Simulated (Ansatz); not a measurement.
A nudged elastic band was laid between two geometries of H2 + H6Si2 (10 atoms, charge 0, multiplicity 1).

The calculation used RKS PBE0-D4/def2-SVPD in Ansatz 0.2.0.

```json
{"movable images": "7", "climbing image": "yes", "spring": "5.0 eV/Å²", "optimiser": "quadratic models (default)", "start path": "through a guess of the saddle point", "force threshold": "0.05 eV/Å", "iteration limit": "60", "end points": "relaxed"}
```

First end point:

```xyz
10
Properties=species:S:1:pos:R:3
Si -1.104 -0.772 -0.208
Si -0.085 1.341 -0.217
H -0.128 -1.832 -0.604
H -1.628 -1.088 1.155
H -2.244 -0.791 -1.175
H 2.462 -0.835 1.063
H 2.318 -1.455 0.646
H 0.915 1.452 0.888
H 0.612 1.575 -1.518
H -1.118 2.406 -0.030
```

Last end point:

```xyz
10
Properties=species:S:1:pos:R:3
Si -0.595 -1.876 -0.139
Si 0.594 1.877 0.139
H -1.403 -3.038 -0.609
H -1.087 -1.434 1.198
H -0.731 -0.755 -1.115
H 1.156 0.663 0.802
H 0.838 -2.276 -0.038
H 1.250 3.093 0.704
H 0.853 1.806 -1.328
H -0.876 1.941 0.386
```

**Question.** Which bonds break or form, and what moves?

**Answer.** Bonds broken: Si1–Si2, H6–H7. Bonds formed: Si1–H7, Si2–H6. H2 + H6Si2 becomes H4Si + H4Si.

**Question.** Give the energies along the band, and the barrier.

**Answer.** The forces met the threshold. The highest image is number 4 of 0 to 8, 278.6 kJ/mol above the first end and 296.6 kJ/mol above the last; the last end lies 17.9 kJ/mol below the first. A structure lower than the first end lies on the path between it and the top, so the climb from that side starts below the end, which may itself be a saddle point or a shallow side well. Neighbouring images differ by up to 2.3 eV, so the band resolves the path poorly. A vibrational analysis at the climbing image gives one clearly imaginary mode, 1620i cm⁻¹: a first-order saddle point. The orbitals stay closed-shell, which can raise the energy where a bond breaks towards radicals; this wasn't checked here.

```tsv
image	path coordinate (Å)	energy (kJ/mol)	Si1–Si2 (Å)	H6–H7 (Å)	Si1–H7 (Å)
0	0.00	0.0	2.35	0.76	3.59
1	0.97	-0.4	2.35	0.76	3.59
2	1.95	2.7	2.35	0.76	2.99
3	2.92	58.3	2.38	0.77	2.35
4	3.90	278.6	2.65	1.16	1.73
5	4.86	79.1	3.17	1.69	1.50
6	5.83	-4.3	3.66	2.10	1.49
7	6.79	-16.6	4.00	2.74	1.49
8	7.76	-17.9	3.95	3.07	1.49
```

**Question.** What is the geometry of the highest image?

**Answer.** 
```xyz
10
Properties=species:S:1:pos:R:3
Si -0.477 -1.131 -0.117
Si 0.381 1.379 -0.017
H 0.111 -2.158 -1.035
H -1.394 -1.490 1.004
H -1.387 -0.340 -1.069
H 0.750 -0.353 0.614
H 0.842 -1.461 0.948
H 1.494 2.018 0.760
H 0.608 1.570 -1.479
H -0.928 1.968 0.389
```

Time of the run: 3.6 min on 2 threads of Intel(R) Xeon(R) 6975P-C (Granite Rapids) (shared host), peak memory 0.26 GiB.
